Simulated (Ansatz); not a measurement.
## Ansatz (development build ahead of 0.2.0) run

```yaml
crystal:
  periodic: [false, false, false]
  atoms:
    - { symbol: O, position_ang: [-0.05867, 0.00148, -0.11828] }
    - { symbol: H, position_ang: [0.03088, 0.02889, 1.00345] }
basis:
  gaussian: { orbitals: "6-31G" }
total_charge: -1
hamiltonian:
  xc: hf
```

The input is written out in the form of the current development build from the run's settings.

The run gave:

```yaml
Converged: yes
Total_energy: -75.30034 hartree
Spin_squared_of_the_determinant: 0.000
```

Caution: no diffuse functions for an anion.
